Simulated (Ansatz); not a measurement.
# ClH6Si2 with multiplicity 2: a nudged elastic band in two tries

Aim: a band of images between two relaxed ends for this system.

All numbers below are computed with Ansatz 0.2.0 (UKS revPBE-D4/cc-pVDZ).

## (1) The structure to begin with

Bond lengths: Si1–Cl2 2.117 Å, Si1–H3 1.508 Å, Si1–H4 1.508 Å, Si1–Si5 2.360 Å, Si5–H6 1.508 Å, Si5–H7 1.511 Å, Si5–H8 1.508 Å. Angles: Cl2–Si1–H3 107.4°, Cl2–Si1–H4 107.5°, Cl2–Si1–Si5 108.0°, H3–Si1–H4 109.1°, H3–Si1–Si5 112.2°, H4–Si1–Si5 112.2°, Si1–Si5–H6 109.2°, Si1–Si5–H7 109.8°, Si1–Si5–H8 109.3°, H6–Si5–H7 109.4°, H6–Si5–H8 109.8°, H7–Si5–H8 109.4°.

Coordinates:

```xyz
9

Si   -0.0405    0.0784   -0.1476
Cl    0.5491   -0.2044    1.8658
H     1.2030    0.3859   -0.9433
H    -0.9614    1.2721   -0.1882
Si   -1.1040   -1.8960   -0.8817
H    -2.2982   -2.1728   -0.0031
H    -1.5610   -1.7306   -2.3122
H    -0.1317   -3.0455   -0.7973
H     0.1621    0.0643    5.4208
```

## (2) The run

The input, input.yaml:

```yaml
crystal:
  periodic: [false, false, false]
  atoms:
    - { symbol: Si, position_ang: [-0.040469, 0.078446, -0.147626] }
    - { symbol: Cl, position_ang: [0.549143, -0.20435, 1.865806] }
    - { symbol: H, position_ang: [1.202995, 0.385901, -0.943291] }
    - { symbol: H, position_ang: [-0.961437, 1.272066, -0.188226] }
    - { symbol: Si, position_ang: [-1.103961, -1.896043, -0.881665] }
    - { symbol: H, position_ang: [-2.2982, -2.172786, -0.003108] }
    - { symbol: H, position_ang: [-1.560999, -1.730565, -2.312156] }
    - { symbol: H, position_ang: [-0.131677, -3.045483, -0.797269] }
    - { symbol: H, position_ang: [0.162106, 0.064313, 5.420835] }
magnetization:
  spin_polarized: true
  initial_magnetization: 2
basis:
  gaussian: { orbitals: cc-pVDZ }
hamiltonian:
  xc: revpbe
  dispersion: d4
neb:
  order_check: false
  images: 7
  f_tol: 0.03
  max_iterations: 8
  final_atoms:
    - { symbol: Si, position_ang: [0.27424691, 0.35687113, -0.51761422] }
    - { symbol: Cl, position_ang: [0.2691722, -0.5123715, 3.20460404] }
    - { symbol: H, position_ang: [0.89769815, 0.57462622, -1.88078033] }
    - { symbol: H, position_ang: [-0.58048721, 1.54829719, -0.14724478] }
    - { symbol: Si, position_ang: [-0.88161836, -1.68560325, -0.34844954] }
    - { symbol: H, position_ang: [-1.73609945, -1.66681712, 0.90590544] }
    - { symbol: H, position_ang: [-1.80254363, -1.94706978, -1.51938467] }
    - { symbol: H, position_ang: [0.08383818, -2.83890412, -0.22870841] }
    - { symbol: H, position_ang: [-0.70670579, -1.07752977, 2.54497247] }
  initial_path:
    images:
      - { positions_ang: [[-0.040469, 0.078446, -0.147626], [0.549143, -0.20435, 1.865806], [1.202995, 0.385901, -0.943291], [-0.961437, 1.272066, -0.188226], [-1.103961, -1.896043, -0.881665], [-2.2982, -2.172786, -0.003108], [-1.560999, -1.730565, -2.312156], [-0.131677, -3.045483, -0.797269], [0.162106, 0.064313, 5.420835]] }
      - { positions_ang: [[-0.03077406, 0.05920122, -0.11027189], [0.41377509, -0.15556197, 1.99479154], [1.24554304, 0.29068755, -0.82992067], [-0.89419968, 1.25263272, -0.26025847], [-1.09006477, -1.87397366, -0.84662707], [-2.14880152, -2.25122218, 0.09130156], [-1.68386269, -1.65275957, -2.16602731], [-0.11925377, -2.96156956, -0.93824357], [0.12513937, 0.04406446, 5.07855587]] }
      - { positions_ang: [[-0.02107913, 0.03995645, -0.07291777], [0.27840717, -0.10677394, 2.12377708], [1.28809108, 0.1954741, -0.71655033], [-0.82696237, 1.23319943, -0.33229094], [-1.07616854, -1.85190432, -0.81158914], [-1.99940303, -2.32965836, 0.18571112], [-1.80672639, -1.57495414, -2.01989861], [-0.10683055, -2.87765612, -1.07921814], [0.08817275, 0.02381592, 4.73627674]] }
      - { positions_ang: [[-0.01138419, 0.02071167, -0.03556366], [0.14303926, -0.05798592, 2.25276262], [1.33063912, 0.10026064, -0.60318], [-0.75972505, 1.21376615, -0.40432341], [-1.06227231, -1.82983498, -0.77655121], [-1.85000455, -2.40809455, 0.28012069], [-1.92959008, -1.49714872, -1.87376992], [-0.09440732, -2.79374268, -1.22019271], [0.05120612, 0.00356738, 4.3939976]] }
      - { positions_ang: [[-0.00168926, 0.00146689, 0.00179046], [0.00767134, -0.00919789, 2.38174815], [1.37318717, 0.00504719, -0.48980966], [-0.69248773, 1.19433287, -0.47635588], [-1.04837608, -1.80776564, -0.74151328], [-1.70060606, -2.48653073, 0.37453025], [-2.05245378, -1.41934329, -1.72764122], [-0.08198409, -2.70982924, -1.36116728], [0.01423949, -0.01668116, 4.05171847]] }
      - { positions_ang: [[0.06729478, 0.09031795, -0.12806071], [0.07304655, -0.13499129, 2.58746213], [1.25431491, 0.14744195, -0.83755233], [-0.6644876, 1.28282395, -0.39407811], [-1.00668665, -1.77722504, -0.64324734], [-1.70947941, -2.28160233, 0.50737405], [-1.98997624, -1.55127491, -1.67557709], [-0.04052852, -2.74209796, -1.07805257], [-0.16599683, -0.28189331, 3.67503197]] }
      - { positions_ang: [[0.13627883, 0.17916901, -0.25791188], [0.13842177, -0.2607847, 2.7931761], [1.13544266, 0.28983671, -1.18529499], [-0.63648747, 1.37131503, -0.31180033], [-0.96499722, -1.74668445, -0.54498141], [-1.71835276, -2.07667393, 0.64021785], [-1.9274987, -1.68320653, -1.62351295], [0.00092704, -2.77436668, -0.79493785], [-0.34623315, -0.54710546, 3.29834547]] }
      - { positions_ang: [[0.20526287, 0.26802007, -0.38776305], [0.20379698, -0.3865781, 2.99889007], [1.01657041, 0.43223146, -1.53303766], [-0.60848734, 1.45980611, -0.22952256], [-0.92330779, -1.71614385, -0.44671547], [-1.7272261, -1.87174553, 0.77306165], [-1.86502117, -1.81513815, -1.57144881], [0.04238261, -2.8066354, -0.51182313], [-0.52646947, -0.81231762, 2.92165897]] }
      - { positions_ang: [[0.27424691, 0.35687113, -0.51761422], [0.2691722, -0.5123715, 3.20460404], [0.89769815, 0.57462622, -1.88078033], [-0.58048721, 1.54829719, -0.14724478], [-0.88161836, -1.68560325, -0.34844954], [-1.73609945, -1.66681712, 0.90590544], [-1.80254363, -1.94706978, -1.51938467], [0.08383818, -2.83890412, -0.22870841], [-0.70670579, -1.07752977, 2.54497247]] }
```

The run is started by

```console
$ ansatz run input.yaml --threads 2 --pin off --max-ram 3072MiB --backend cpu --events-out ev --progress --plain --runs-dir out
```

What does the calculation give? Wanted: first try.

**Answer**, as computed:

| quantity | value |
| --- | --- |
| first try | refused |
| cause | the number of unpaired electrons doesn't fit the number of electrons: even goes with even, odd with odd |

The fault in the first input was caught at the input check and cost nothing.
